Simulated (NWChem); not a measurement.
Everything below was run with NWChem. System: Al, charge 1, spin multiplicity 3. Its SCF solution wasn't tested for a lower state. Level: UHF/def2-TZVP.

Job file:

```
start mol
memory heap 200 mb stack 900 mb global 1100 mb
charge 1
geometry units angstroms nocenter noautoz
  Al     0.000000     0.000000     0.000000
  symmetry group D2h
end
basis spherical
  * library def2-tzvp
end
scf
  uhf
  nopen 2
  maxiter 100
  thresh 1e-7
  semidirect memsize 60000000 filesize 0
  # guess.movecs holds the orbitals of an unrestricted PBE0 run
  vectors input guess.movecs output mol.movecs
end
task scf energy
```

Part of the output:

```
             Northwest Computational Chemistry Package (NWChem) 7.3.0
             --------------------------------------------------------

                                NWChem Input Module
                                -------------------

 Scaling coordinates for geometry "geometry" by  1.889725989
 (inverse scale =  0.529177249)

                             Geometry "geometry" -> ""
                             -------------------------

 Output coordinates in angstroms (scale by  1.889725989 to convert to a.u.)

  No.       Tag          Charge          X              Y              Z
 ---- ---------------- ---------- -------------- -------------- --------------
    1 Al                  13.0000     0.00000000     0.00000000     0.00000000

 Effective nuclear repulsion energy (a.u.)       0.0000000000

            Nuclear Dipole moment (a.u.)
            ----------------------------
        X                 Y               Z
 ---------------- ---------------- ----------------
     0.0000000000     0.0000000000     0.0000000000

      Symmetry information
      --------------------

 Group name             D2h
 Group number             26
 Group order               8
 No. of unique centers     1

      Symmetry unique atoms

     1


 Summary of "ao basis" -> "" (spherical)
 ------------------------------------------------------------------------------
       Tag                 Description            Shells   Functions and Types
 ---------------- ------------------------------  ------  ---------------------
 *                         def2-tzvp                  on all atoms

 Summary of "ao basis" -> "ao basis" (spherical)
 ------------------------------------------------------------------------------
       Tag                 Description            Shells   Functions and Types
 ---------------- ------------------------------  ------  ---------------------
 Al                        def2-tzvp                13       37   5s5p2d1f

                                 NWChem SCF Module
                                 -----------------

  ao basis        = "ao basis"
[...]
  ----- ------------  ---------------      ----- ------------  ---------------
     7      0.548205  1 Al py                10      0.413523  1 Al py
    13      0.193615  1 Al py

 Vector    6  Occ=0.000000D+00  E=-3.151143D-01  Symmetry=ag
              MO Center= -7.1D-16, -8.6D-16, -6.0D-16, r^2= 2.5D+00
   Bfn.  Coefficient  Atom+Function         Bfn.  Coefficient  Atom+Function
  ----- ------------  ---------------      ----- ------------  ---------------
     5      0.569475  1 Al s                  4      0.560249  1 Al s
     3     -0.334591  1 Al s

 Vector    7  Occ=0.000000D+00  E=-1.633602D-01  Symmetry=b1u
              MO Center= -1.0D-16,  3.3D-29,  1.8D-16, r^2= 4.4D+00
   Bfn.  Coefficient  Atom+Function         Bfn.  Coefficient  Atom+Function
  ----- ------------  ---------------      ----- ------------  ---------------
    20      0.740232  1 Al pz                17      0.351927  1 Al pz

 Vector    8  Occ=0.000000D+00  E=-1.633602D-01  Symmetry=b3u
              MO Center=  6.4D-19, -4.5D-31, -4.8D-31, r^2= 4.4D+00
   Bfn.  Coefficient  Atom+Function         Bfn.  Coefficient  Atom+Function
  ----- ------------  ---------------      ----- ------------  ---------------
    18      0.740232  1 Al px                15      0.351927  1 Al px

 center of mass
 --------------
 x =   0.00000000 y =   0.00000000 z =   0.00000000

 moments of inertia (a.u.)
 ------------------
           0.000000000000           0.000000000000           0.000000000000
           0.000000000000           0.000000000000           0.000000000000
           0.000000000000           0.000000000000           0.000000000000

  Mulliken analysis of the total density
  --------------------------------------

    Atom       Charge   Shell Charges
 -----------   ------   -------------------------------------------------------
    1 Al  13    12.00   2.00  0.65  1.33  0.81  0.20  2.91  2.28  0.81  0.70  0.29  0.00  0.00  0.00

  Mulliken analysis of the alpha density
  --------------------------------------

    Atom       Charge   Shell Charges
 -----------   ------   -------------------------------------------------------
    1 Al  13     7.00   1.00  0.34  0.65  0.81  0.20  1.47  1.14  0.41  0.69  0.29  0.00  0.00  0.00

   Mulliken analysis of the beta density
   -------------------------------------

    Atom       Charge   Shell Charges
 -----------   ------   -------------------------------------------------------
    1 Al  13     5.00   1.00  0.32  0.68  0.00 -0.00  1.45  1.14  0.41  0.01 -0.00  0.00 -0.00  0.00

   Mulliken analysis of the spin density
   -------------------------------------

    Atom       Charge   Shell Charges
 -----------   ------   -------------------------------------------------------
    1 Al  13     2.00   0.00  0.02 -0.03  0.80  0.20  0.02 -0.01  0.00  0.69  0.30  0.00  0.00  0.00

       Multipole analysis of the density wrt the origin
       ------------------------------------------------

     L   x y z        total         alpha         beta         nuclear
     -   - - -        -----         -----         ----         -------
     0   0 0 0      1.000000     -7.000000     -5.000000     13.000000

     1   1 0 0     -0.000000     -0.000000     -0.000000      0.000000
     1   0 1 0     -0.000000     -0.000000     -0.000000      0.000000
     1   0 0 1     -0.000000     -0.000000      0.000000      0.000000

     2   2 0 0     -5.103287     -4.490024     -0.613263      0.000000
     2   1 1 0      0.000000      0.000000     -0.000000      0.000000
     2   1 0 1      0.000000      0.000000      0.000000      0.000000
     2   0 2 0     -9.341436     -8.729995     -0.611441      0.000000
     2   0 1 1      0.000000      0.000000      0.000000      0.000000
     2   0 0 2     -5.103287     -4.490024     -0.613263      0.000000

 Task  times  cpu:        0.4s     wall:        0.4s

 Total times  cpu:        0.5s     wall:        0.5s
```
